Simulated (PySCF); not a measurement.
# C4H3ClS (3-Chlorothiophene): the cost of one run

Computed with PySCF 2.14.0, with density-fitted response routines of our own, on a single molecule in the gas phase. Atoms are numbered from 0 throughout.

## (1) The starting structure

9 atoms, charge 0, multiplicity 1; geometry from: MMFF94s. The atoms were then displaced at random by about 0.03 Å, so the start is not that level's minimum.

Bonds of the start (Å): Cl0–C1 1.68, C1–C2 1.38, C2–C3 1.50, C3–S4 1.74, S4–C5 1.70, C5–C1 1.40, C2–H6 1.11, C3–H7 1.03, C5–H8 1.08.

## (2) Geometry optimisation at PBE0-D3(BJ)/def2-SVP

The job: settings as JSON, then the geometry in Å.

```
{"job": {"xc": "PBE0", "basis": "def2-SVP", "d3": "d3bj", "grid": 1, "shake": 0.03, "kind": "geom"}, "charge": 0, "multiplicity": 1}
Cl    -2.125780    -1.441880    -0.495650
C     -0.863890    -0.377610    -0.169190
C      0.429060    -0.857340    -0.151400
C      1.492810     0.153540     0.163550
S      0.617100     1.639490     0.376320
C     -0.930480     0.997360     0.101430
H      0.806960    -1.883990    -0.307600
H      2.513790     0.078850     0.252400
H     -1.806840     1.622140     0.204490
```

Launch:

```
> OMP_NUM_THREADS=1 python probes_run.py task.json out
```

One launch serves the whole session: the jobs run in the order shown.

Q: Estimate the wall time and peak memory of this first job on 1 thread of Arm Neoverse V1, shared host.

About 33 s, with a peak of 0.43 GiB.
